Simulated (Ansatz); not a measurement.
Input file:

```yaml
crystal:
  periodic: [false, false, false]
  atoms:
    - {symbol: Ge, position_ang: [-0.018407, 0.000000, 1.115960]}
    - {symbol: As, position_ang: [-0.004730, 0.000000, -1.134971]}
    - {symbol: H, position_ang: [1.337856, 0.000000, -0.136995]}
    - {symbol: H, position_ang: [0.170146, 1.237454, 2.038120]}
    - {symbol: H, position_ang: [0.170145, -1.237455, 2.038119]}
basis:
  gaussian: {orbitals: cc-pVDZ}
magnetization: {spin_polarized: false}
correlation: {method: ccsdtq, electrons: outside_noble_gas}
```

```sh
$ ansatz run in.yaml --threads 2 --pin off --events-out ev --progress --plain --max-ram 16896MiB --backend cuda --devices 0, --max-vram 18GiB
```

Log:

```
1396 factors; integrals over basis functions are off by at most 1.6e-7 eV
mean field evaluation 1: about -117312.1690 eV, gradient 1.4e1 eV
mean field evaluation 2: about -117312.1723 eV, gradient 1.4e1 eV
mean field evaluation 4: about -117313.0651 eV, gradient 1.7e0 eV
mean field evaluation 8: about -117313.0880 eV, gradient 5.6e-2 eV
mean field evaluation 16: about -117313.0817 eV, gradient 3.6e-1 eV
mean field evaluation 32: about -117308.0323 eV, gradient 3.0e-4 eV
mean field -117313.08802098 eV, -4311.1764671039 hartree, gradient 3.0e-6 eV, S^2 0.000000; 0 other end points of the search recorded, 0 dependent functions left out
28 core orbitals not correlated: weight in the atoms' cores, before any rotation towards them, 0.999 or more for the frozen orbitals, at most 0.000 for the correlated occupied ones
reference -117313.08802098 eV, -4311.1764671039 hartree; 6, 6 occupied and 35, 35 virtual orbitals, 1396 factors
second order -5.39760952 eV of doubles, -0.00000000 eV of singles
cycle   1  -6.06133501 eV  change   -6.6e-1 eV  update   8.8e-2
cycle   2  -6.48613221 eV  change   -4.2e-1 eV  update   4.0e-2
cycle   3  -6.61713238 eV  change   -1.3e-1 eV  update   2.1e-2
cycle   4  -6.61035452 eV  change    6.8e-3 eV  update   6.5e-3
cycle   5  -6.61804572 eV  change   -7.7e-3 eV  update   3.4e-3
cycle   6  -6.61878130 eV  change   -7.4e-4 eV  update   1.2e-3
cycle   7  -6.61733492 eV  change    1.4e-3 eV  update   5.9e-4
cycle   8  -6.61707114 eV  change    2.6e-4 eV  update   2.6e-4
cycle   9  -6.61737651 eV  change   -3.1e-4 eV  update   1.3e-4
cycle  10  -6.61736903 eV  change    7.5e-6 eV  update   6.0e-5
cycle  11  -6.61735655 eV  change    1.2e-5 eV  update   3.5e-5
cycle  12  -6.61734955 eV  change    7.0e-6 eV  update   2.1e-5
cycle  13  -6.61734611 eV  change    3.4e-6 eV  update   9.5e-6
cycle  14  -6.61735269 eV  change   -6.6e-6 eV  update   5.4e-6
cycle  15  -6.61735628 eV  change   -3.6e-6 eV  update   2.8e-6
cycle  16  -6.61735629 eV  change   -1.2e-8 eV  update   1.3e-6
Total energy: -117319.70537727 eV, -4311.4196504623 hartree
```

Ran on 2 threads of AMD EPYC 7R13 with a shared H100 80 GB, shared host: 26 s wall, 0.83 GiB peak host memory.
